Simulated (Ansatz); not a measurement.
Be (model structure, started from the diamond type, Fd-3m, No. 227, 2 atoms in the cell)

These are PBEsol (plane waves, PAW; Ansatz, a program for electronic structure) values and carry that method's errors.

Run with plane-wave cutoff 500 eV, 28×28×28 k mesh, Fermi–Dirac smearing 0.1 eV, scalar-relativistic PAW data made under PBE.

Cell (relaxed at this level):

```
CELL_PARAMETERS angstrom
      0.00000     2.43751     2.43751
      2.43751     0.00000     2.43751
      2.43751     2.43751     0.00000
ATOMIC_POSITIONS crystal
  Be 0.75000 0.75000 0.75000
  Be 0.50000 0.50000 0.50000
```

```yaml
band_gap: zero (no gap)
```

Note: the relaxation could raise the start's symmetry but not lower it, so the cell can be a saddle point.

Static lattice: no zero-point or thermal effects.

A model structure was made by putting elements into a prototype or built by hand; it is no filed structure, need not be a known phase, and can be a saddle point held by its symmetry.
